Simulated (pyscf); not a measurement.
## Hydrogen abstraction: CH₄ + CH₃• → CH₃• + CH₄

Gas phase, doublet surface, charge 0. Bonds broken: C1–H2. Bonds formed: H2–C6. PySCF, gas phase, ωB97X-D3(BJ)/def2-SVP geometries. Correlated levels are frozen-core, on RHF or UHF. ΔMP2 is the change of the MP2 total energy from the triple- to the quadruple-zeta basis.

Transition state (Å):

```xyz
9

C      0.1263     0.4123    -0.7983
H     -0.3541     0.2186     0.4399
H      0.8773     1.2067    -0.7004
H     -0.7387     0.7089    -1.4053
H      0.5551    -0.5517    -1.1005
C     -0.8346     0.0248     1.6781
H     -1.6009    -0.7544     1.5767
H      0.0263    -0.2928     2.2803
H     -1.2441     0.9946     1.9888
```

One imaginary mode, 1776i cm⁻¹; descent along it reached the two sides named.

| bond | change | reactant side (Å) | saddle | product side |
|---|---|---|---|---|
| C1–H2 | breaks | 1.100 | 1.342 | 2.8 |
| H2–C6 | forms | 2.8 | 1.342 | 1.100 |

Electronic energies relative to the separated reactants (kJ/mol):

| level | barrier | reaction energy | reverse barrier |
|---|---|---|---|
| ωB97X-D3(BJ)/def2-TZVP | 66.1 | 0.0 | 66.1 |
| PBE/def2-TZVP | 44.0 | 0.0 | 44.0 |
| r²SCAN/def2-TZVP | 58.8 | 0.0 | 58.8 |
| B3LYP-D3(BJ)/def2-TZVP | 59.5 | 0.0 | 59.5 |
| PBE0-D3(BJ)/def2-TZVP | 56.2 | 0.0 | 56.2 |
| M06-2X/def2-TZVP | 70.3 | 0.0 | 70.3 |
| ωB97M-D3(BJ)/def2-TZVP | 71.0 | 0.0 | 71.0 |
| HF/def2-TZVP | 129.1 | 0.0 | 129.1 |
| MP2/def2-QZVPP | 79.3 | 0.0 | 79.3 |
| CCSD/def2-TZVPP | 83.3 | 0.0 | 83.3 |
| CCSD(T)/def2-TZVPP | 75.6 | 0.0 | 75.6 |
| CCSD(T)/def2-TZVPP + ΔMP2(QZVPP) | 74.8 | 0.0 | 74.8 |

With CCSD(T)/def2-TZVPP + ΔMP2(QZVPP) energies and thermal terms (ideal gas, 1 atm, RRHO with modes under 100 cm⁻¹ raised to 100, one conformer, R ln 2 for chiral ones without a mode under 150 cm⁻¹), in kJ/mol:

```tsv
T (K)	ΔH‡	ΔG‡	ΔH	ΔG
298	68.4	103.3	0.0	0.0
600	69.6	138.5	0.0	0.0
900	72.9	172.2	0.0	0.0
1200	76.6	204.8	0.0	0.0
```

This is the saddle that the search found; another between the same sides may lie lower. The angle at the transferred H is 180°. The CCSD(T) − MP2 part came from Ansatz, without density fitting, on the same reference.
